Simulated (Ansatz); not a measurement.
Ansatz (a program for electronic structure) input (B3LYP/6-31G*):

Ansatz 0.2 input:
```yaml
crystal:
  periodic: [false, false, false]
  atoms:
    - {symbol: O, position_ang: [-0.00000000, -0.00000000, -0.10971382]}
    - {symbol: H, position_ang: [0.00000000, 0.00000000, 0.87771056]}
basis:
  gaussian:
    orbitals: 6-31G*
hamiltonian:
  xc: {name: B3LYP}
total_charge: -1
phonons: {temperatures: {t_min: 298.15, t_max: 298.15, t_step: 100}}
```

**Question.** Which harmonic wavenumbers does it give?

**Answer.** 3414 cm⁻¹ (unscaled; negative means imaginary).
